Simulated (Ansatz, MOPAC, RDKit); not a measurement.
System: propene, C3H6, net charge 0, singlet state. SMILES: C=CC

Atoms: C1, C2, H3, H4, H5, C6, H7, H8, H9. Bonds: C1-C2, C1-H3, C1-H4, C2-H5, C2-C6, C6-H7, C6-H8, C6-H9.

Bond lengths (Å) and angles (degrees) optimised at UFF with RDKit; MNDO with MOPAC; HF/6-31G* with Ansatz (a quantum-chemistry and plane-wave program); MP2/6-31G* with Ansatz, each started from the B3LYP-D3(BJ)/def2-TZVP structure (Ansatz) of the last column. A row stands for all coordinates that are equal there; 10 of 17 kinds are shown. 6-31G* holds six Cartesian d functions. No wavenumbers were computed at UFF, MNDO, MP2/6-31G*, so these may be saddle points.

```tsv
coordinate	UFF	MNDO	HF/6-31G*	MP2/6-31G*	B3LYP-D3(BJ)/def2-TZVP
C1-C2	1.336	1.340	1.318	1.338	1.327
C1-H3	1.086	1.089	1.077	1.087	1.085
C1-H4	1.085	1.089	1.076	1.085	1.082
C2-H5	1.086	1.096	1.079	1.090	1.087
C2-C6	1.500	1.496	1.503	1.499	1.496
C6-H7	1.111	1.109	1.084	1.093	1.091
C6-H8	1.110	1.111	1.087	1.095	1.094
C1-C2-C6	122.0	126.9	125.2	124.6	125.2
C2-C1-H3	121.2	124.3	121.9	121.5	121.5
C2-C1-H4	119.9	122.4	121.6	121.7	121.7
```

Mean signed difference of all 8 bond lengths from B3LYP-D3(BJ)/def2-TZVP: UFF 0.008 Å, MNDO 0.011 Å, HF/6-31G* -0.006 Å, MP2/6-31G* 0.003 Å.
